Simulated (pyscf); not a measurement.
PySCF, gas phase, ωB97X-D3(BJ)/def2-SVP geometries.

Problem. What is the homolytic dissociation enthalpy (298 K, ωB97M-D3(BJ)/def2-TZVP) of the H–Mo bond of `[O]=[MoH]([OH])([OH])[OH]`, to [O=Mo(OH)(OH)–OH]• + H•?

Solution. H–Mo to [O=Mo(OH)(OH)–OH]• + H•: 1.87 eV. The 7 functionals that were run give +1.72 (M06-2X) to +2.18 eV (r²SCAN). The radicals are drawn with the spin at the cut bond; how far it spreads was not checked. Other isomers of [O=Mo(OH)(OH)–OH]• were not searched in full and may lie lower. Open-shell species with a d-block atom are single-reference here; other states, and whether the spin sits on metal or ligand, were not checked. Elements past Kr carry the def2 core potentials, without spin-orbit coupling.
